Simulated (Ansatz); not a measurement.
CH₂F₂, SMILES FCF (connectivity only; charge and spin as stated), charge +1, multiplicity 2.

Geometry: B3LYP-D3(BJ)/def2-TZVP. The multiplicity is an assumed one; other spin states were not compared.

Two levels are set side by side: PBE/def2-TZVPD (Ansatz, an electronic-structure program) and CAM-B3LYP/def2-TZVPD (Ansatz). Energy differences of separate SCF runs at the same geometry; the states with an electron removed or added have multiplicity 1 and 1. Differences are taken from unrounded values.

```
quantity                         CAM-B3LYP    PBE  PBE minus CAM-B3LYP
-------------------------------  ---------  -----  -------------------
vertical ionisation energy (eV)      22.12  21.37                -0.75
vertical electron affinity (eV)      11.88  11.33                -0.55
```
